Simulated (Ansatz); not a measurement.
A made-up structure of SiHO2 (charge +1), singlet:

```
atom    x (Å)    y (Å)    z (Å)
  O1  -2.2179   0.7179  -0.0373
 Si2  -0.6141   0.2599  -0.0079
  O3   1.0707  -0.0701   0.0291
  H4   1.7613  -0.9077   0.0161
```

It is relaxed with PBE-D4/def2-SVP and then PBE0-D4/def2-TZVP (Ansatz 0.2.0). Atoms count as bonded within 1.22 times the sum of their covalent radii (H–H: 0.88 Å). The end point is not checked to be a true minimum.

Does its bonding change? (Judge from chemistry; the calculation decides.)

The calculation gives: No: no bond forms or breaks.

Where it ends: The first stage lowers the energy by 1.01 eV in 8 steps. It ends as SiHO₂ ([O][Si][OH]), total charge +1:
O1  (-1.980, 0.641, -0.033)
Si2  (-0.548, 0.232, -0.007)
O3  (0.956, -0.062, 0.026)
H4  (1.572, -0.811, 0.014)
(Å)

Labels in which every atom is bracketed show which atoms are joined, not bond orders.

For scale, one of the runs: PBE0-D4/def2-TZVP relaxation, 105 basis functions, launched by `ansatz run in.yaml --threads 2 --pin off --events-out ev --progress --plain --max-ram 4352MiB`. The run took about 8 s on 2 CPU threads of an Arm Neoverse V2 (shared host).
